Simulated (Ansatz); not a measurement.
A made-up structure of CH5ClSi, closed shell:

```csv
atom,x (Å),y (Å),z (Å)
Si1,0.9262,-0.2193,0.0329
C2,-0.8687,0.3221,-0.1530
Cl3,1.0727,-1.7008,1.5562
H4,-1.4628,-0.5133,-0.4226
H5,-0.9253,1.0586,-0.9133
H6,-1.2105,0.7306,0.7635
H7,1.7683,0.8616,0.4056
H8,1.4336,-0.7872,-1.1656
```

It is relaxed with PBE-D4/def2-SVP and then PBE0-D4/def2-TZVP (Ansatz 0.2.0). Atoms count as bonded within 1.22 times the sum of their covalent radii (H–H: 0.88 Å). The end point is not checked to be a true minimum.

Q: Does its bonding change? (Judge from chemistry; the calculation decides.)

A: The calculation gives: No: no bond forms or breaks.

Where it ends: The first stage lowers the energy by 0.27 eV in 4 steps. It ends as CH₅ClSi ([CH3][SiH2][Cl]):
Si1  (0.920, -0.229, 0.044)
C2  (-0.847, 0.310, -0.145)
Cl3  (1.054, -1.663, 1.520)
H4  (-1.481, -0.535, -0.421)
H5  (-0.925, 1.071, -0.926)
H6  (-1.224, 0.734, 0.788)
H7  (1.794, 0.900, 0.448)
H8  (1.442, -0.835, -1.205)
(Å)

Labels in which every atom is bracketed show which atoms are joined, not bond orders.

For scale, one of the runs: PBE0-D4/def2-TZVP relaxation, 135 basis functions, launched by `ansatz run in.yaml --threads 2 --pin off --events-out ev --progress --plain --max-ram 4352MiB`. Hardware: 2 CPU threads of an Arm Neoverse V2, shared host. Wall time about 13 s.
